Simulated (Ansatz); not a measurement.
# CH₂FSi+ (SMILES [CH+]=[SiH]F): one structure at several levels

An exercise on one series of results from a longer session: the logs are not shown, and one member is left open.

Program: Ansatz 0.2.0, Gaussian basis. Level of theory: single points in def2-TZVPP. These are calculated values, not measurements.

Cores are frozen in the correlated methods.

## The starting structure

SMILES `[CH+]=[SiH]F`, 5 atoms, charge 1, spin multiplicity 1.

Atoms are counted from 1 here; the program's logs count them from 0.

Bond lengths: C1–Si2 1.795 Å, C1–H4 1.154 Å, Si2–F3 1.479 Å, Si2–H5 1.440 Å. Angles: Si2–C1–H4 173.1°, C1–Si2–F3 119.2°, C1–Si2–H5 130.2°, F3–Si2–H5 110.5°.

As a file:

```xyz
5

C    -1.03970   -0.53200   -0.33590
Si    0.47640    0.28280    0.17370
F     0.61270    1.74190   -0.02380
H    -1.96240   -1.16970   -0.60570
H     1.69850   -0.27200    0.69670
```

The first run:

The input, run/in.yaml:

```yaml
crystal:
  periodic: [false, false, false]
  atoms:
    - {symbol: C, position_ang: [-1.039700, -0.532000, -0.335900]}
    - {symbol: Si, position_ang: [0.476400, 0.282800, 0.173700]}
    - {symbol: F, position_ang: [0.612700, 1.741900, -0.023800]}
    - {symbol: H, position_ang: [-1.962400, -1.169700, -0.605700]}
    - {symbol: H, position_ang: [1.698500, -0.272000, 0.696700]}
basis:
  gaussian: {orbitals: def2-TZVPP}
total_charge: 1
correlation: {method: ccsd_t}
output: {forces: true}
```

No record of the launch command was kept for these runs.

Steps of the session up to this table: CCSD(T)/def2-TZVPP; PBE0-D4/def2-TZVPP; wB97M-V/def2-TZVPP; r2SCAN-D4/def2-TZVPP; PBE-D4/def2-TZVPP; CAM-B3LYP-D4/def2-TZVPP; r2SCAN0-D4/def2-TZVPP.

One table of the session follows, with a row left open; its other results are not shown here.

| method | RMS force component (eV/Å) | angle to CCSD(T) forces (°) |
| --- | --- | --- |
| CCSD(T) | 1.540 | reference |
| PBE0-D4 | 1.516 | 3.9 |
| wB97M-V | ? | ? |
| r2SCAN-D4 | 1.545 | 2.3 |
| PBE-D4 | 1.730 | 6.8 |
| CAM-B3LYP-D4 | 1.525 | 5.1 |
| r2SCAN0-D4 | 1.421 | 6.4 |

Estimate the missing values for wB97M-V.

**Answer.** RMS force component (eV/Å): 1.582; angle to CCSD(T) forces (°): 3.1. In the column «RMS force component (eV/Å)» it lies between r2SCAN-D4 (1.545) and PBE-D4 (1.730).
